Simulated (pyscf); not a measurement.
Thermochemistry of product channels of Cl–CH₂–Cl + H• on the doublet surface, in kcal/mol, from ωB97M-D3(BJ)/def2-TZVP energies (ideal gas, 1 atm, RRHO with modes under 100 cm⁻¹ raised to 100, one conformer, R ln 2 for rigid chiral ones). Structures and frequencies: ωB97X-D3(BJ)/def2-SVP in PySCF.

| products | ΔE | ΔH(298 K) | ΔG(298 K) | ΔG(600 K) |
|---|---|---|---|---|
| Cl–CH•–Cl + H₂ | -6.0 | -7.7 | -9.7 | -11.9 |
| HCl + •H₂C–Cl | -24.2 | -23.7 | -27.4 | -31.1 |

These are energies of the channels, which say nothing of barriers.
